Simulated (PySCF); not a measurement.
# A thermochemical cycle for SiN

r²SCAN in PySCF with def2-SVP on every atom, for the lowest determinant that a PBE0 search found; no spin–orbit coupling. SiN, a doublet (σ ↑), has De = 4.39 eV to neutral atoms, and SiN⁺, a triplet (π ↑↑), has De = 2.48 eV to Si⁺ + N.

At the same level the Si atom ionises at 8.33 eV.

What is the adiabatic ionisation energy of the molecule, and does ionisation strengthen or weaken the bond?

IE = IE(Si) + De(neutral) − De(ion) = 8.33 + 4.39 − 2.48 = 10.24 eV. De changes by -1.91 eV, so ionisation weakens the bond.

For an ion De counts to the pair picked by the measured ionisation energies or electron affinities, which need not be the lowest pair at this level. States were picked by a PBE0 search and need not be the measured ground states.
